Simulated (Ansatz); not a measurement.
Heat of formation of C3H5F (SMILES C=CCF) from total energies

The species is C3H5F (9 atoms), meant as a singlet with charge 0. As SMILES, `C=CCF`. The coordinates come from a PBE0-D4/def2-TZVP relaxation. This is one conformer, not always the lowest.

Total energies at PBE-QIDH/def2-SVP, 4 core orbitals frozen (Ansatz 0.2.0); the atoms run unrestricted:

| species | state | energy (Eh) |
| --- | --- | --- |
| C3H5F | singlet | -216.642627 |
| C | triplet | -37.748563 |
| F | doublet | -99.518401 |
| H | doublet | -0.501240 |

Harmonic wavenumbers at PBE/def2-SVP, in cm⁻¹: 114, 311, 425, 631, 894, 915, 954, 992, 1047, 1137, 1215, 1254, 1334, 1392, 1423, 1678, 2932, 2992, 3068, 3086, 3169.

Measured heats of formation of the gaseous atoms at 298.15 K, in kJ/mol: C 716.9, F 79.4, H 218.0. Spin-orbit lowering of the atoms at 298 K (mean of the ground term's levels less their thermal mean, from spectra), in kJ/mol: C 0.02, F 1.29. Take 1 Eh = 2625.50 kJ/mol, 1 cm⁻¹ = 0.0119627 kJ/mol, RT = 2.479 kJ/mol.

Task: Work out the heat of formation of the gas at 298 K.

Result: 
1. Electronic atomisation energy: 3 × (-37.748563) + (-99.518401) + 5 × (-0.501240) − (-216.642627) = 1.372337 Eh = 3603.1 kJ/mol.
2. Zero-point energy: half the sum of the wavenumbers, 15481.5 cm⁻¹ = 185.2 kJ/mol.
3. Thermal vibrational enthalpy, Σ hcν̃/(exp(hcν̃/kT) − 1): 4.8 kJ/mol. Translation, rotation and pV of a non-linear molecule: 4 RT = 9.9 kJ/mol.
4. The 9 free atoms carry 5/2 RT each: 55.8 kJ/mol.
5. Spin-orbit coupling lowers the free atoms by 3 × 0.02 + 1.29 = 1.4 kJ/mol.
6. Atomisation enthalpy at 298 K: 3603.1 − 1.4 − 185.2 − 4.8 − 9.9 + 55.8 = 3457.6 kJ/mol.
7. Sum of the atoms' heats of formation: 3320.1 kJ/mol. Heat of formation: 3320.1 − 3457.6 = -137.5 kJ/mol.

No measured value is set beside it here. A double-zeta basis underbinds. Anharmonicity and any spin-orbit splitting of the molecule are left out, and so is core correlation.
